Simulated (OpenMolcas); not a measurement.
How methods differ on CF2 (SMILES F[C]F)

The species is CF2 (3 atoms), meant as a singlet with charge 0. SMILES: `F[C]F`. The coordinates come from a GFN2-xTB relaxation.

```xyz
3

F     0.3969    1.0328    0.3328
C     0.3268   -0.2722    0.1497
F    -0.7238   -0.7606   -0.4825
```

Each level gives the vertical ionisation energy (to the doublet cation) (eV). The values are calculated.

```json
{"level": "HF/STO-3G", "kind": "Hartree–Fock", "program": "OpenMolcas", "value (eV)": "7.70", "CPU time (all runs)": "3.1 s"}
{"level": "HF/STO-3G, open shells restricted", "kind": "Hartree–Fock", "program": "OpenMolcas", "value (eV)": "7.78", "CPU time (all runs)": "3.9 s"}
{"level": "SVWN5/STO-3G", "kind": "LDA", "program": "OpenMolcas", "value (eV)": "7.46", "CPU time (all runs)": "6.8 s"}
{"level": "PBE/STO-3G", "kind": "GGA", "program": "OpenMolcas", "value (eV)": "?", "CPU time (all runs)": "7.3 s"}
{"level": "PW91/cc-pVDZ", "kind": "GGA", "program": "OpenMolcas", "value (eV)": "10.96", "CPU time (all runs)": "6.6 s"}
{"level": "PW91/cc-pCVDZ", "kind": "GGA", "program": "OpenMolcas", "value (eV)": "10.96", "CPU time (all runs)": "7.7 s"}
{"level": "PW91/cc-pVTZ", "kind": "GGA", "program": "OpenMolcas", "value (eV)": "11.16", "CPU time (all runs)": "20 s"}
{"level": "PW91/cc-pCVTZ", "kind": "GGA", "program": "OpenMolcas", "value (eV)": "11.15", "CPU time (all runs)": "49 s"}
{"level": "r2SCAN/STO-3G", "kind": "meta-GGA", "program": "OpenMolcas", "value (eV)": "7.78", "CPU time (all runs)": "9.8 s"}
{"level": "B3LYP/STO-3G", "kind": "global hybrid", "program": "OpenMolcas", "value (eV)": "7.95", "CPU time (all runs)": "7.7 s"}
```

(1) Estimate the missing values from the other rows.

Answers

(1) As computed at these levels: PBE/STO-3G: 7.50 eV. The values span 7.46 to 11.16 eV. CPU times are rough (shared hosts, several kinds of processor): they show what a rung costs within a factor of a few.
